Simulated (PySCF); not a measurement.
N2O.

```xyz
3

N      0.0000     0.0000    -1.1894
N      0.0000     0.0000    -0.0713
O      0.0000     0.0000     1.1031
```

Coordinates come from a PBE0-D3(BJ)/def2-TZVP optimisation.

Calculation: PBE0/pcSseg-2 (PySCF). Non-relativistic, no solvent.

Computed absolute GIAO shielding of each atom: isotropic value and principal components (ppm):
```
atom  σ(iso)     σ11     σ22    σ33   span
----  ------  ------  ------  -----  -----
N1      90.6   -36.1   -36.1  344.0  380.1
N2      -3.1  -180.9  -180.9  352.3  533.2
O3     188.3    73.9    73.9  416.9  343.0
```
